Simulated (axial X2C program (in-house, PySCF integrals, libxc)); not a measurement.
**NaO⁻: from the state search to constants**

What are the state, bond length, wavenumber and bond energy of NaO⁻, and what does spin–orbit coupling change?

Computed with an in-house X2C program for linear molecules on PySCF integrals. Level: all-electron X2C, Na dyall-av3z, O dyall-av3z.

All values are calculated.

## (1) Input

The input, task.json:

```json
{"zs": [11, 8], "q": -1, "bas": ["dyall-av3z", "dyall-av3z"], "levels": ["PBE0", "HF", "PBE50"], "cc": true, "r0": 2.17, "thr": -1.0, "nmax": 90, "npts": 10, "nst": 2, "ntry": 6}
```

Keys: zs atomic numbers; q charge; bas basis sets; levels methods (HF also brings MP2); cc coupled cluster on or off; r0 starting distance in Å; thr threshold in hartree for freezing inner shells (an s shell follows its p shell); nmax most natural virtual spinors; npts points asked for on the curve; nst determinants followed; ntry starts of the search.

Run with:

```
$ python so2c.py task.json out
```

Spin-free means the one-electron spin-free X2C Hamiltonian; two-component (2c) means X2C with spin–orbit coupling and atomic mean-field two-electron Coulomb and Gaunt terms. Basis: Na dyall-av3z contracted to [10s9p5d2f], O dyall-av3z contracted to [7s6p3d2f]; Gaussian nuclei, density fitting. Masses: Na 22.990 u, O 15.995 u.

Notation: σ, π±, δ± give the projection m of an orbital's angular momentum (0, ±1, ±2), α and β its spin, Λ and M_S the sums; ω is the projection of a spinor's total angular momentum and Ω the sum. Logs are in hartree.

Further steps of the session: PBE0, spin-free; HF, spin-free; PBE50, spin-free; MP2 and beyond, spin-free; A higher determinant, spin-free; PBE0, 2c; HF, 2c; PBE50, 2c; Correlated methods, 2c; A higher determinant, 2c.

Q: Predict the outcome of this session. Wanted: for each run, Hamiltonian; Re; ωe; De; μ.

As calculated:

Lowest determinant found, spin-free: M_S = 1, Λ = 1 (beyond closed shells: σα, π+α, π+β, π-α).

Lowest determinant found, 2c: Ω = 2 (unpaired: ω = 1/2, ω = 3/2).

```
Hamiltonian    level  Re (Å)  ωe (cm⁻¹)  De (eV)  μ (D)
  spin-free     PBE0   2.132        402     1.72   4.53
  spin-free       HF   2.122        421     1.38   4.97
  spin-free      MP2   2.162        391     1.84    n/a
  spin-free     CCSD   2.152        398     1.89    n/a
  spin-free  CCSD(T)   2.160        392     1.87    n/a
  spin-free    PBE50   2.111        420     1.83   4.51
         2c     PBE0   2.132        402     1.72   4.53
         2c       HF   2.122        421     1.39   4.97
         2c      MP2   2.162        391     1.84    n/a
         2c     CCSD   2.153        398     1.89    n/a
         2c  CCSD(T)   2.160        392     1.87    n/a
         2c    PBE50   2.111        420     1.84   4.51
```

Dipoles are positive if O is the positive end and refer to the centre of mass.

In words: At CCSD(T), going from spin-free to two-component changes Re by 0 mÅ, ωe by 0.0 % and De by 0.00 eV; the spin-free picture holds up (part of it comes from the scalar share of the two-electron terms).

De refers to Na + O-; at HF to Na- + O. Each curve is one determinant whose occupation by symmetry is held fixed; it was picked as the lowest of a PBE0 search that is not exhaustive. Dissociation energies refer to the lowest single-determinant-based atoms at the same level and basis. Density functionals use the spin component along the axis (collinear). CCSD and (T) use frozen natural virtuals with an MP2 correction for the truncation. The highest occupied level is positive at some levels of theory, so the basis set holds the extra electron. With several unpaired electrons one determinant need not be a pure state.
